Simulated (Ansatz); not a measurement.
Process, species as SMILES: [C-]#[S+] [methanidylidynesulfanium] -> [S+]#[C-] as doublet, charge +1 + e-

Wanted: adiabatic ionisation energy (0 K, with zero-point energies), in eV. Conventions: non-relativistic; LANL2DZ with its own core potentials from Na on; open shells spin-unrestricted; no spin-orbit coupling. Ab initio and DFT rows: single points at B3LYP-D3(BJ) geometries (Ansatz, an electronic-structure program), with unscaled harmonic terms from B3LYP/6-31G* at its own minima.

```
species                          coefficient  E at B3LYP/LANL2DZ (Ansatz), Eh  E at wB97M-V/def2-TZVPD (Ansatz), Eh  zero-point energy, kcal/mol
-------------------------------  -----------  -------------------------------  ------------------------------------  ---------------------------
[C-]#[S+]                                 -1                        -48.09609                            -436.21184                         1.84
[C-]#[S+] as doublet, charge +1           +1                        -47.67134                            -435.79061                         2.00
```

Measured values: CCCBDB table in ASE; they hold spin-orbit and core effects.  Value to compare with, the measured value: 11.33 eV. 1 Eh = 27.2114 eV and 1 eV = 23.0605 kcal/mol.

Task: Work the quantity out at each level, and compare with the measured value.

Result: 
- B3LYP/LANL2DZ: the sum of coefficient times E is 0.42475 Eh, or 11.558 eV; the thermal terms add 0.007. Result: 11.56 eV. Its error against the measured value is 0.23 eV.
- wB97M-V/def2-TZVPD: the sum of coefficient times E is 0.42123 Eh, or 11.462 eV; the thermal terms add 0.007. Result: 11.47 eV. Its error against the measured value is 0.14 eV.
